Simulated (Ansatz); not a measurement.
System: 1T (CdI2-type) TiTe₂. Method: PBE-D4 (Ansatz, an electronic-structure program, PAW).

Run with plane-wave cutoff 500 eV, 12×12×6 k mesh (along the axes of the cell as run), Fermi–Dirac smearing 0.05 eV, scalar-relativistic PAW data made under PBE.

Computed at the level's own relaxed cell.

Q: Estimate the equilibrium volume per atom, lattice parameter a and lattice parameter c that the calculation returns.

A: 
equilibrium volume per atom: 25.73 Å³/atom
lattice parameter a: 3.721 Å
lattice parameter c: 6.438 Å

Spin–orbit coupling is not included.

Computed values are for the static lattice.
